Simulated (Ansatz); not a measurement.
Relaxation of C$_{2}$H$_{5}$N (8 atoms, charge 0, multiplicity 1), to a largest force component of 0.02 eV/Å in at most 50 steps.

These are results of RKS PBE-D4/def2-TZVP (Ansatz), not measurements.

```xyz
8
Properties=species:S:1:pos:R:3
C -0.715 0.693 -0.840
N 0.391 0.589 -0.267
C 0.633 -0.491 0.653
H -1.564 0.012 -0.703
H -0.859 1.514 -1.527
H -0.082 -0.481 1.479
H 0.555 -1.460 0.154
H 1.640 -0.376 1.050
```

Problem. Where does it end, and by what steps?

Solution. The run converged. After 12 steps the energy has fallen by 0.144 eV; H4 moved furthest, 0.72 Å.

```
step  energy less start (eV)  largest force component (eV/Å)  accepted
   0                  0.0000                           1.050       yes
   1                 -0.0350                           0.324       yes
   2                 -0.0410                           0.090       yes
   3                 -0.0405                           0.164        no
   4                 -0.0422                           0.039       yes
   5                 -0.0474                           0.238       yes
   6                 -0.0532                           0.460       yes
   7                 -0.1073                           0.241       yes
   8                 -0.1356                           0.232       yes
   9                 -0.1123                           0.664        no
  10                 -0.1421                           0.127       yes
  11                 -0.1434                           0.065       yes
  12                 -0.1435                           0.013       yes
```

```xyz
8
Properties=species:S:1:pos:R:3
C -0.718 0.757 -0.790
N 0.451 0.316 -0.563
C 0.629 -0.571 0.568
H -1.599 0.499 -0.169
H -0.881 1.430 -1.641
H -0.304 -0.774 1.131
H 1.049 -1.524 0.213
H 1.374 -0.134 1.251
```

Whether the end is a true minimum wasn't checked by a vibrational analysis.

Run time: 12 s on 2 threads of AMD EPYC 7R13 Processor (Zen 3), with other jobs on the host, peak memory 0.18 GiB.
